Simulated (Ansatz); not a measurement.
**C2F3 (trifluorovinyl radical): levels of theory compared**

We compute a comparison of 5 runs (UHF/STO-3G, UHF/3-21G, UHF/6-31G, UB3LYP/def2-SVP, UPBE/pcseg-1) of C2F3 (trifluorovinyl radical). 

Program for the calculation: Ansatz 0.2.0.

5 further runs of the same task are left out: 2 that didn't finish, 3 set aside as unsound or not needed. Runs told in other sessions of the task aren't counted.

### 1 The molecule

C2F3: 5 atoms, total charge 0, spin state doublet. SMILES: `F[C]=C(F)F`. Geometry: relaxed at PBE0-D4/def2-TZVP.

Bond lengths: F1–C2 1.297 Å, C2–C3 1.311 Å, C3–F4 1.317 Å, C3–F5 1.311 Å. Angles: F1–C2–C3 129.8°, C2–C3–F4 124.9°, C2–C3–F5 123.2°, F4–C3–F5 111.9°.

### 2 Energy and forces at UHF/STO-3G (run 1)

job.yaml

```yaml
crystal:
  periodic: [false, false, false]
  atoms:
    - symbol: F
      position_ang: [0.577720, -1.033470, 1.511080]
    - symbol: C
      position_ang: [0.506940, 0.038840, 0.785720]
    - symbol: C
      position_ang: [-0.126500, 0.247860, -0.343200]
    - symbol: F
      position_ang: [-0.848620, -0.650470, -0.980670]
    - symbol: F
      position_ang: [-0.109540, 1.397240, -0.972920]
basis:
  gaussian:
    orbitals: STO-3G
accuracy: high
output:
  forces: true
  orbitals: {seedname: orbitals}
hamiltonian:
  xc: hf
magnetization:
  spin_polarized: true
  initial_magnetization: 1
```

On the command line:

```
$ ansatz run job.yaml --threads 1 --pin off --max-ram 3480MiB --events-out events.jsonl --progress --plain --runs-dir runs
```

Output:

```text
Warning: RAYON_NUM_THREADS=1 ignored (pool sized by the plan → 1); use --threads N
Functional definition: HF
  name "HF"
  exchange = exact_x
  correlation = 0
479 factors; integrals over basis functions are off by at most 3.4e-8 eV
mean field evaluation 1: about -10030.6451 eV, gradient 2.2e1 eV
mean field evaluation 2: about -10030.8500 eV, gradient 2.2e1 eV
mean field evaluation 4: about -10034.6382 eV, gradient 2.8e0 eV
mean field evaluation 8: about -10035.2725 eV, gradient 1.2e0 eV
mean field evaluation 16: about -10035.6110 eV, gradient 5.5e-2 eV
mean field evaluation 32: about -10035.1182 eV, gradient 1.2e0 eV
mean field evaluation 64: about -10033.5091 eV, gradient 1.9e-6 eV
mean field -10035.61100814 eV, -368.8019021677 hartree, gradient 2.4e-8 eV, S^2 1.058516; 2 other end points of the search recorded, 0 dependent functions left out
the calculation of the forces begins
reference -10035.61100814 eV, -368.8019021677 hartree; 20, 19 occupied and 5, 6 virtual orbitals, 479 factors
Total energy: -10035.61100814 eV, -368.8019021677 hartree
Atom 0 at     0.577720    -1.033470     1.511080 Å, force     0.200507    -2.267594     1.615149 eV/Å
Atom 1 at     0.506940     0.038840     0.785720 Å, force     1.533427     1.601762     1.528480 eV/Å
Atom 2 at    -0.126500     0.247860    -0.343200 Å, force    -0.269305     0.005547    -0.432388 eV/Å
Atom 3 at    -0.848620    -0.650470    -0.980670 Å, force    -1.573554    -2.073389    -1.322965 eV/Å
Atom 4 at    -0.109540     1.397240    -0.972920 Å, force     0.108924     2.733675    -1.388276 eV/Å
Dipole moment:     0.059042     0.030789     0.076507 e Å
```

It took 0.74 s on 1 thread of Arm Neoverse V1, shared host.

### 3 Energy and forces at UHF/3-21G (run 2)

job.yaml

```yaml
crystal:
  periodic: [false, false, false]
  atoms:
    - {symbol: F, position_ang: [0.577720, -1.033470, 1.511080]}
    - {symbol: C, position_ang: [0.506940, 0.038840, 0.785720]}
    - {symbol: C, position_ang: [-0.126500, 0.247860, -0.343200]}
    - {symbol: F, position_ang: [-0.848620, -0.650470, -0.980670]}
    - {symbol: F, position_ang: [-0.109540, 1.397240, -0.972920]}
basis:
  gaussian:
    orbitals: 3-21G.json
magnetization:
  spin_polarized: true
  initial_magnetization: 1
accuracy: high
hamiltonian:
  xc: hf
output:
  forces: true
  orbitals: {seedname: orbitals}
```

The basis set 3-21G is read from a file made from the Basis Set Exchange's data (not shown).

On the command line:

```
$ ansatz run job.yaml --threads 1 --pin off --max-ram 3480MiB --events-out events.jsonl --progress --plain --runs-dir runs
```

Output, shortened:

```text
Warning: RAYON_NUM_THREADS=1 ignored (pool sized by the plan → 1); use --threads N
[... 2 set-up lines as earlier in the session ...]
[...]
948 factors; integrals over basis functions are off by at most 3.1e-9 eV
[...]
mean field -10119.66246540 eV, -371.8907362499 hartree, gradient 2.4e-8 eV, S^2 0.982434; 0 other end points of the search recorded, 0 dependent functions left out
[...]
reference -10119.66246540 eV, -371.8907362499 hartree; 20, 19 occupied and 25, 26 virtual orbitals, 948 factors
Total energy: -10119.66246540 eV, -371.8907362499 hartree
Atom 0 at     0.577720    -1.033470     1.511080 Å, force     0.102802    -1.641382     1.101739 eV/Å
Atom 1 at     0.506940     0.038840     0.785720 Å, force     0.029148     1.689570    -0.919122 eV/Å
Atom 2 at    -0.126500     0.247860    -0.343200 Å, force     0.459506    -0.382002     0.950598 eV/Å
Atom 3 at    -0.848620    -0.650470    -0.980670 Å, force    -0.675941    -0.874734    -0.577449 eV/Å
Atom 4 at    -0.109540     1.397240    -0.972920 Å, force     0.084485     1.208548    -0.555766 eV/Å
Dipole moment:     0.093661     0.084233     0.101146 e Å
```

It took 1.2 s on 1 thread of Arm Neoverse V1, shared host.

Runs 3 to 4 aren't shown in full; the table further down has their settings and results.

### 4 Energy and gradient at UPBE/pcseg-1 (run 5)

input.yaml

```yaml
crystal:
  periodic: [false, false, false]
  atoms:
    - {symbol: F, position_ang: [0.577720, -1.033470, 1.511080]}
    - {symbol: C, position_ang: [0.506940, 0.038840, 0.785720]}
    - {symbol: C, position_ang: [-0.126500, 0.247860, -0.343200]}
    - {symbol: F, position_ang: [-0.848620, -0.650470, -0.980670]}
    - {symbol: F, position_ang: [-0.109540, 1.397240, -0.972920]}
basis:
  gaussian: {orbitals: pcseg-1.json}
hamiltonian: {xc: {name: PBE}}
accuracy: high
magnetization: {spin_polarized: true, initial_magnetization: 1}
output: {forces: true, orbitals: {seedname: orbitals}}
```

The basis set pcseg-1 is read from a file made from the Basis Set Exchange's data (not shown).

On the command line:

```
$ ansatz run input.yaml --threads 1 --pin off --max-ram 3480MiB --events-out events.jsonl --progress --plain --runs-dir runs
```

Output, shortened:

```text
Warning: RAYON_NUM_THREADS=1 ignored (pool sized by the plan → 1); use --threads N
Functional definition: PBE
  name "PBE"
[...]
1552 factors; integrals over basis functions are off by at most 3.0e-9 eV
[...]
mean field -10208.55555589 eV, -375.1574970716 hartree, gradient 5.6e-8 eV, S^2 0.757036; 1 other end points of the search recorded, 0 dependent functions left out
[...]
reference -10208.55555768 eV, -375.1574971373 hartree; 20, 19 occupied and 50, 51 virtual orbitals, 1552 factors
Total energy: -10208.55555768 eV, -375.1574971373 hartree
Atom 0 at     0.577720    -1.033470     1.511080 Å, force     0.067577    -0.908318     0.626715 eV/Å
Atom 1 at     0.506940     0.038840     0.785720 Å, force     0.462356     0.742075     0.312781 eV/Å
Atom 2 at    -0.126500     0.247860    -0.343200 Å, force     0.074461     0.000322     0.118354 eV/Å
Atom 3 at    -0.848620    -0.650470    -0.980670 Å, force    -0.652558    -0.845813    -0.556629 eV/Å
Atom 4 at    -0.109540     1.397240    -0.972920 Å, force     0.048164     1.011735    -0.501221 eV/Å
Dipole moment:     0.021731    -0.022403     0.047415 e Å
```

Run time: 8.4 s. Hardware: 1 thread of Arm Neoverse V1, shared host.

### 5 Overview of the runs

```
run            level  energy (Eh)  dipole moment (D)  HOMO energy (eV)  LUMO energy (eV)  wall time
  1       UHF/STO-3G  -368.801902               0.49             -7.80              6.38     0.74 s
  2        UHF/3-21G  -371.890736               0.78            -11.03              2.05      1.2 s
  3        UHF/6-31G  -373.795173               0.96            -11.58              1.77      1.9 s
  4  UB3LYP/def2-SVP  -375.303451               0.31             -7.20             -3.70       11 s
  5     UPBE/pcseg-1  -375.157497               0.27             -6.16             -4.62      8.4 s
```

### 6 Results

| quantity | value |
| --- | --- |
| run 5: total energy | -375.15750 Eh |
| run 5: dipole moment | 0.27 D |
| run 5: HOMO energy (highest over α and β) | -6.16 eV |
| run 5: LUMO energy (lowest over α and β) | -4.62 eV |
| run 5: ⟨S²⟩ | 0.757 |
| run 5: largest force on an atom | 1.205 eV/Å |

**Reading.** The dipole moment (its size) runs from 0.27 D (UPBE/pcseg-1) to 0.96 D (UHF/6-31G). The two ends differ in method and basis. Totals of different functionals can't be ranked against each other. In run 1 the basis is minimal, so the values are rough. Spin contamination of the reference: run 1 ⟨S²⟩ = 1.06, run 3 ⟨S²⟩ = 1.03, run 2 ⟨S²⟩ = 0.98. All runs together took 23 s, the longest 11 s.
